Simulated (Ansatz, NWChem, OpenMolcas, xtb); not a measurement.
**A ladder of methods for CH5FSi (SMILES C[SiH2]F)**

CH5FSi has 8 atoms, charge 0, and is taken as a singlet. SMILES: `C[SiH2]F`. The coordinates come from a PBE0-D4/def2-TZVP relaxation.

Each level gives the vertical energy of the triplet above the singlet (eV). The values are calculated.

```csv
level,kind,program,value (eV),CPU time (all runs)
GFN2-xTB,semi-empirical,xtb,6.84,under 2 s
HF/6-311+G**,Hartree–Fock,OpenMolcas,8.23,33 s
SVWN5/6-311+G**,LDA,Ansatz,7.08,15 s
BLYP/6-311+G**,GGA,Ansatz,7.28,38 s
M06-L/6-311+G**,meta-GGA,OpenMolcas,7.93,4 min
B3LYP/6-311+G**,global hybrid,OpenMolcas,7.71,2.6 min
wB97X/6-311+G**,range-separated hybrid,NWChem,8.22,4.1 min
B2PLYP/6-311+G**,double hybrid,Ansatz,8.07,56 s
MP2/6-311+G**,perturbation theory,NWChem,8.61,3.9 min
CCSD/6-311+G**,coupled cluster or CI,Ansatz,8.42,98 s
```

The values span 6.84 to 8.61 eV. The xTB rows lack spin polarisation, so open shells miss the exchange term that lowers them. CPU times are rough (shared hosts, several kinds of processor): they show what a rung costs within a factor of a few.
